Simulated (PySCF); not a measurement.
Molecule: `CCOCCO`, C$_{4}$H$_{10}$O$_{2}$.

Bonds (- single, = double, # triple, : aromatic): C1-C2, C2-O3, O3-C4, C4-C5, C5-O6. C1 carries H7, H8, H9; C2 carries H10, H11; C4 carries H12, H13; C5 carries H14, H15; O6 carries H16.

Frames of a GFN2-xTB Langevin trajectory at 600 K; GIAO PBE0/pcSseg-1 shieldings in PySCF, gas phase, non-relativistic; equivalent atoms averaged within each frame.

Shifts are taken against calculated references (same method and geometry level): TMS for ¹³C (σref 186.93) and ¹H (σref 31.72); ¹⁷O (σref 336.08) vs H2O. The references are static minima.

**Question.** How do the shifts (ppm) fluctuate along the trajectory?

**Answer.** 
| time (fs) | C2 | C4 | C5 | C1 | O3 | O6 | H10/H11 | H14/H15 | H12/H13 | H7/H8/H9 |
| --- | --- | --- | --- | --- | --- | --- | --- | --- | --- | --- |
| 250 | 76.2 | 73.6 | 62.6 | 29.6 | 32.6 | 0.7 | 4.12 | 3.42 | 2.89 | 2.30 |
| 425 | 77.4 | 87.8 | 75.3 | 21.8 | 46.0 | 21.9 | 4.41 | 4.22 | 3.99 | 1.93 |
| 625 | 59.0 | 87.4 | 69.9 | 12.7 | 46.1 | 35.6 | 4.00 | 3.69 | 3.94 | 1.05 |
| 800 | 66.2 | 91.5 | 74.2 | 9.6 | 55.6 | 25.2 | 3.52 | 5.05 | 5.36 | 0.20 |
| 1000 | 84.7 | 81.1 | 86.0 | 12.4 | 76.9 | 56.5 | 3.46 | 4.64 | 3.47 | 0.44 |
| mean of frames | 72.7 | 84.3 | 73.6 | 17.2 | 51.5 | 28.0 | 3.90 | 4.20 | 3.93 | 1.18 |
| standard deviation | 10.1 | 7.1 | 8.5 | 8.3 | 16.4 | 20.4 | 0.40 | 0.67 | 0.91 | 0.92 |

5 frames give an uncertainty of the mean of about the standard deviation over 2.2 at best, since frames this close in time may not be independent; classical motion lacks zero-point vibration, and the reference would need the same averaging.
